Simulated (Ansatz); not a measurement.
System: hcp Zr. Method: Hartree–Fock in Ansatz (PAW).

Excerpt of the program's output:

```
WARN output.stress: scf.exx.energy_threshold = 1e-6 eV is looser than the 2e-8 eV advised for a stress under a hybrid functional (1e-8 eV for each atom of the …
Crystal: 2 atoms, lattice volume = 52.283 Å³
Basis set: ecut = 460 eV, 1141 PW (Γ), exchange–correlation on 48×48×80 points (8 copies of the dense FFT grid, shifted against one another)
Bands: 16, of which v1, the nominal top of the filled ones, is band 12 counted from 1 (11 counted from 0)
Symmetry: 24 space group operations
Space group: P63/mmc (ITA 194), of the structure as read, at distance tolerance 3.7e-5 Å
k-points: 48 of 486
Functional: x = pbe(κ = 0.804, μ = 0.2195149727645171), c = none, warm-up for x = 0 pbe(κ = 0.804, μ = 0.2195149727645171) + 1 exact, c = none
SCF iter   1: F=—  HF=-8256.398146 eV  |F-HF|=—  |Δ(HF+E_count)|=         —  Δρ=6.80e-3  dr2=1.71e-2
SCF iter   2: F=—  HF=-8256.397283 eV  |F-HF|=—  |Δ(HF+E_count)|=   8.63e-4  Δρ=3.93e-3  dr2=6.20e-3
  ...
SCF 1 converged in 9 iterations: F = -8256.397412 eV  dr2 = 1.39e-11
Crystal: 2 atoms, lattice volume = 52.283 Å³
Initial density: handed on by an earlier stage of this run
Functional: x = 0 pbe(κ = 0.804, μ = 0.2195149727645171) + 1 exact, c = none
  ...
Crystal: 2 atoms, lattice volume = 52.283 Å³
SCF 6 converged in 6 iterations: F = -8272.949078 eV  dr2 = 4.71e-11
Crystal: 2 atoms, lattice volume = 52.283 Å³
SCF 7 converged in 5 iterations: F = -8272.960942 eV  dr2 = 6.71e-11
Crystal: 2 atoms, lattice volume = 52.283 Å³
SCF 8 converged in 5 iterations: F = -8272.966895 eV  dr2 = 4.76e-11
Crystal: 2 atoms, lattice volume = 52.283 Å³
SCF 9 converged in 5 iterations: F = -8272.973408 eV  dr2 = 7.67e-12
Crystal: 2 atoms, lattice volume = 52.283 Å³
Crystal: 2 atoms, lattice volume = 52.283 Å³
Crystal: 2 atoms, lattice volume = 52.283 Å³
Crystal: 2 atoms, lattice volume = 52.283 Å³
Crystal: 2 atoms, lattice volume = 52.283 Å³
SCF 14 converged in 4 iterations: F = -8272.976849 eV  dr2 = 1.39e-10
Crystal: 2 atoms, lattice volume = 52.283 Å³
SCF iter   1: F=—  HF=-8272.976849 eV  |F-HF|=—  |Δ(HF+E_count)|=         —  Δρ=3.83e-7  dr2=1.20e-10
SCF iter   2: F=-8272.976849 eV  HF=-8272.976849 eV  |F-HF|=1.46e-11  |Δ(HF+E_count)|=  1.27e-11  Δρ=1.69e-7  dr2=2.82e-11
SCF 15 converged in 2 iterations: F = -8272.976849 eV  dr2 = 2.82e-11
Free energy (F): -8272.976849 eV
Internal energy: -8272.976564 eV  (E = F + TS)
E sigma→0 (E₀):  -8272.976706 eV
Fermi energy:    14.376657 eV
--- Forces (eV/Å), atoms counted from 1 ---
  atom   1  Zr     0.00000000     0.00000000     0.00000000
  atom   2  Zr    -0.00000000     0.00000000     0.00000000
--- Stress (GPa, compression-positive) ---
        0.000550       0.000000       0.000000
        0.000000       0.000550       0.000000
        0.000000       0.000000       0.002042
  P = ⅓ Tr σ = 0.0010 GPa (0.010 kbar)
```

Write an input file that could have produced this run (the log leaves some choices open).

One answer among several that fit: 
Ansatz 0.2 input:
```yaml
crystal:
  lattice:
    - [1.6896585252, -2.9265744131, 0.0]
    - [1.6896585252, 2.9265744131, 0.0]
    - [0.0, 0.0, 5.2865600586]
  atoms:
    - { symbol: Zr, position: [0.3333333333, 0.6666666667, 0.25] }
    - { symbol: Zr, position: [0.6666666667, 0.3333333333, 0.75] }
basis:
  ecutwfc: 460
  ecutrho_ratio: 4
  xc_grid: 2
kpoints:
  mp_grid: { grid: [9, 9, 6] }
hamiltonian:
  xc: hf
  dispersion: none
  pseudopotentials: { kind: paw }
scf:
  occupations: { method: fermi_dirac, width: 0.05 }
  convergence: { dr2_threshold: 0.0000000002 }
output:
  forces: true
  stress: true
  eigenvalues: true
```

The PAW data were made under PBE.

Note: the cell is over a tenth larger than the published one (another phase or state, or a fault of the published cell, is possible).

Ansatz is an electronic-structure program.
